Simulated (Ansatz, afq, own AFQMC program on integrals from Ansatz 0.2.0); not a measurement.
# Ga, doublet: AFQMC among the cluster methods

A free Ga atom.

Basis def2-TZVPP. Noble-gas cores (and the filled d shells of Ga–Kr and In–Xe) are frozen. AFQMC by an in-house program on the Cholesky factors that Ansatz 0.2.0 writes for its CCSD(T) run. ph-AFQMC/CISD is guided by a CISD state made of CCSD amplitudes; releasing the constraint for a short imaginary time cuts its bias at the price of noise, slowly where states lie close. Free AFQMC starts from the CCSD state and is never constrained. Its projection time is finite, and what remains of the start isn't in its error. ± is one standard error of the sampling. No spin–orbit coupling.

Determinant: UHF, the one that the program's search chose, which needn't be the lowest solution.

Full CI on the same integrals is exact in this basis and with this determinant's frozen core.

Cautions: no relativity below Rb; no spin-orbit coupling; inner d shell frozen.

The T1 diagnostic is 0.0131 and the weight of the determinant in the CISD state is 0.944. The ⟨S²⟩ of the determinant is 0.763 and the size of the correlated space is 3 electrons in 34 orbitals.

```csv
level,correlation energy (eV)
MP2,-0.9220
CCSD,-1.2767
CCSD(T),-1.3000
```

Q: Estimate where phaseless AFQMC with the Hartree–Fock trial lies against CCSD(T) on the same integrals.

A: 0.94 ± 0.19 kcal/mol above CCSD(T).

Reference: full CI, correlation energy -1.308 eV. The released energy is read at 1.50 1/Eh (meV from the phaseless value at times in 1/Eh: 0.2 ± 1.1 at 0.24, -2.3 ± 0.8 at 0.50, -2.2 ± 0.6 at 1.00, -2.3 ± 0.4 at 1.50).

```csv
level,E − E(reference) (kcal/mol),share of correlation (%)
CCSD(T),0.19,99.38
ph-AFQMC/HF,1.12 ± 0.19,96.28
ph-AFQMC/CISD,0.08 ± 0.02,99.75
released AFQMC,0.02 ± 0.009,99.93
free AFQMC,-0.01 ± 0.004,100.02
```

Free projections are given only where their last times agree within the noise and don't stop above the reference; a slow remainder of the start can still hide under it. A walk keeps the symmetry of its determinant, which the program's search chose and which needn't be the lowest solution, so a lower state of the same spin and another symmetry isn't excluded. Released energies are given only where the last usable release times agree within the noise; a slower fall can still hide under it.
